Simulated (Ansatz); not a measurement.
```yaml
crystal:
  periodic: [false, false, false]
  atoms:
    - {symbol: Cl, position_ang: [-2.254907, -0.560426, 0.761047]}
    - {symbol: C, position_ang: [-0.980261, 0.610375, 0.337769]}
    - {symbol: C, position_ang: [0.030543, -0.029826, -0.559119]}
    - {symbol: C, position_ang: [1.232801, -0.641469, -0.011806]}
    - {symbol: O, position_ang: [1.277104, 0.639625, -0.624740]}
    - {symbol: H, position_ang: [-1.468681, 1.452975, -0.151031]}
    - {symbol: H, position_ang: [-0.512792, 0.950235, 1.260974]}
    - {symbol: H, position_ang: [-0.349754, -0.389279, -1.513362]}
    - {symbol: H, position_ang: [1.380904, -0.647144, 1.065417]}
    - {symbol: H, position_ang: [1.728043, -1.436367, -0.562248]}
basis:
  gaussian: {orbitals: "6-31G*"}
magnetization: {spin_polarized: true, initial_magnetization: 1}
hamiltonian: {xc: {name: wB97X-V}}
accuracy: high
scf: {lower_state_search: light}
```

```sh
$ ansatz run in.yaml --threads 4 --pin off --events-out ev --progress --plain --max-ram 10444MiB
```

Output, abridged:

```
Error: a molecule whose nuclei and cores have a total charge of 48 cannot have a net charge of 0 together with 1 unpaired electrons
```

(1) Something in this input is off. What?

## Answers

(1) The number of unpaired electrons doesn't fit the electron count. The input was rejected before any iteration.
